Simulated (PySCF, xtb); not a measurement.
formaldehyde cation (CH₂O), SMILES C=O (connectivity only; charge and spin as stated), charge +1, multiplicity 2.

Harmonic wavenumbers (cm⁻¹) from xtb with GFN2-xTB at its own minimum, in rising order: 815, 969, 1158, 1990, 2367, 2532.

### Question
What does PBE-D3(BJ)/def2-TZVPD run with PySCF give at its own minimum? (The exact figures need the calculation; the answer reports its results.)

### Answer
785, 1000, 1170, 1721, 2653, 2699. Paired by order, the mean absolute difference is 132 cm⁻¹ and the zero-point energies are 14.1 and 14.3 kcal/mol.
